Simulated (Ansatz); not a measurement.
A nudged elastic band was laid between two geometries of CH4 + Cl (6 atoms, charge 0, multiplicity 2).

The calculation used UKS B3LYP/def2-SVP (Ansatz).

* movable images: 5
* climbing image: yes
* spring: 20.0 eV/Å²
* optimiser: quadratic models (default)
* start path: through a guess of the saddle point
* force threshold: 0.05 eV/Å
* iteration limit: 60
* end points: relaxed

Image 0:

```xyz
6
Properties=species:S:1:pos:R:3
H -0.100 -0.644 0.193
C 0.165 0.430 0.284
Cl -0.817 -2.095 -1.431
H 0.244 0.881 -0.714
H -0.623 0.931 0.863
H 1.130 0.498 0.806
```

Image 6:

```xyz
6
Properties=species:S:1:pos:R:3
H -0.351 -1.046 -0.483
C 0.254 0.756 0.345
Cl -0.735 -2.189 -0.997
H 0.364 1.262 -0.616
H -0.665 0.890 0.920
H 1.133 0.327 0.830
```

(1) What changes between the two ends?

(2) Give the energies along the band, and the barrier.

(3) What is the geometry of the highest image?

Results:

(1) Bonds broken: H1–C2. Bonds formed: H1–Cl3. CH4 + Cl becomes CH3 + ClH.

(2) The run converged. The highest image is number 4 of 0 to 6, 0.34 eV above the first end and 0.03 eV above the last; the last end lies 0.32 eV above the first. Another band between the same ends (5 images) ends at a top of the same energy, where a vibrational analysis finds 1 clearly imaginary mode.

```csv
image,path coordinate (Å),energy (eV),H1–C2 (Å),H1–Cl3 (Å)
0,0.00,0.00,1.11,2.29
1,0.32,0.00,1.11,2.20
2,0.64,0.01,1.12,2.11
3,0.97,0.08,1.18,1.75
4,1.29,0.34,1.59,1.38
5,1.51,0.33,1.86,1.33
6,1.74,0.32,2.07,1.31
```

(3) 
```xyz
6
Properties=species:S:1:pos:R:3:forces:R:3
H -0.269 -0.793 -0.375 0.00 0.01 0.00
C 0.198 0.585 0.276 0.00 0.00 0.00
Cl -0.675 -1.989 -0.937 0.00 -0.01 0.00
H 0.336 1.169 -0.638 0.00 0.00 0.00
H -0.686 0.794 0.883 0.00 0.00 0.00
H 1.095 0.233 0.792 0.00 0.00 0.00
```

Time of the run: 3 min on 1 thread of Intel(R) Xeon(R) Processor @ 2.50GHz (Skylake/Cascade Lake), on a shared host, peak memory 0.13 GiB.
